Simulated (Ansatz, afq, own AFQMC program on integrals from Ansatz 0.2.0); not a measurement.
Ga, doublet → Ga⁻, triplet

A free Ga atom.

E(triplet, charge -1) − E(doublet, charge +0) at this geometry, on UHF and UHF determinants.

Basis aug-cc-pVDZ. Noble-gas cores (and the filled d shells of Ga–Kr and In–Xe) are frozen. Ansatz 0.2.0 and our own AFQMC program on the same integrals; the CISD trial comes from CCSD amplitudes, and released means the phaseless constraint is let go. ± is one standard error of the sampling. No spin–orbit coupling. The errors of all members are added in quadrature.

Full CI on the same integrals is exact in this basis and with this determinant's frozen core.

Errors are counted within aug-cc-pVDZ, not against nature.

Cautions: inner d shell frozen; no relativity below Rb; no spin-orbit coupling.

Reference (full CI): -0.301 eV.

```tsv
level	vertical energy of electron attachment (eV)	error against FCI (eV)
HF	0.035	0.336
MP2	-0.237	0.064
CCSD	-0.263	0.038
CCSD(T)	-0.289	0.012
ph-AFQMC/CISD	-0.293 ± 0.002	0.008 ± 0.002
released AFQMC	-0.298 ± 0.0009	0.003 ± 0.0009
```

Correlation beyond CCSD(T) takes off 0.012 eV. The perturbative (T) step is worth −0.026 eV.

A walk keeps the symmetry of its determinant, which the program's search chose and which needn't be the lowest solution, so a lower state of the same spin and another symmetry isn't excluded. Released energies are given only where the last usable release times agree within the noise; a slower fall can still hide under it.
